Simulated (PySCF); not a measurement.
Core-level binding energies of `[O-]C#P`

Species: COP (charge -1).
SMILES with atom numbers: `[O-:1][C:2]#[P:3]`

Method: delta-SCF UKS SCAN, pcX-2 on the ionised atom, pcseg-1 elsewhere, spin-free X2C (PySCF 2.14.0). Each binding energy is the total energy of the core-ionised species, with the hole localised on one atom, minus that of the ground state; both are solved self-consistently, so orbital relaxation is included.

Problem. What binding energy does each computed site have?

Solution. 
| atom(s) | bonded to | level | binding energy (eV) | 2p1/2 (eV) | count |
| --- | --- | --- | --- | --- | --- |
| P3 | C (triple bond) | P 1s | 2142.71 | – | 1 |
| O1 | C | O 1s | 532.24 | – | 1 |
| C2 | O and P (triple bond) | C 1s | 286.49 | – | 1 |
| P3 | C (triple bond) | P 2p3/2 | 129.27 | 130.16 | 1 |

Problem. Give the binding energy of O 1s of O1 in hartree and in kJ/mol.

Solution. 532.24 eV = 19.5595 Eh = 51353 kJ/mol.

Spin contamination (⟨S²⟩ against 0.75 for a pure doublet) is marked for C 1s of C2 (0.98), which makes this value less certain. Spin–orbit and ligand-field terms were added within each 2p shell after the spin-free SCF. 2p1/2 minus 2p3/2 (ligand field included): P 0.89 eV. The species carries charge -1, so core ionisation leaves a neutral species. The basis sets have no added diffuse functions. Geometry: PBE0-D3(BJ)/def2-SVP; no solvent, vibrations or thermal averaging. The geometry's basis has no diffuse functions, a weakness for an anion.
